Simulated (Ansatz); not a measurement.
System: PH₂, charge -1, singlet. PH2- (SMILES [PH2-]).
B3LYP-D3(BJ)/def2-TZVP minimum from Ansatz (a program for electronic structure):
```
P
H 1 1.4362
H 1 1.4362 2 91.78
```
Charge -1, spin multiplicity 1.

Total energies in aug-cc-pV(Q+d)Z, 8 correlated electrons, 5 frozen orbitals. Radicals and triplets start from unrestricted determinants; spin-orbit coupling is neglected. Correlated methods leave the cores frozen. No relativity.

```tsv
method	program	energy (Eh)	minus CCSDT(Q) (mEh)
HF	Ansatz	-341.89388	224.53
MP2	Ansatz	-342.08663	31.78
CCSD	Ansatz	-342.10673	11.69
CCSD(T)	Ansatz	-342.11706	1.35
CCSDT(Q)	Ansatz	-342.11841	0.00
```

Rough core times of Ansatz's runs on a shared machine: CCSD(T) 20 s, CCSDT(Q) 10 min.
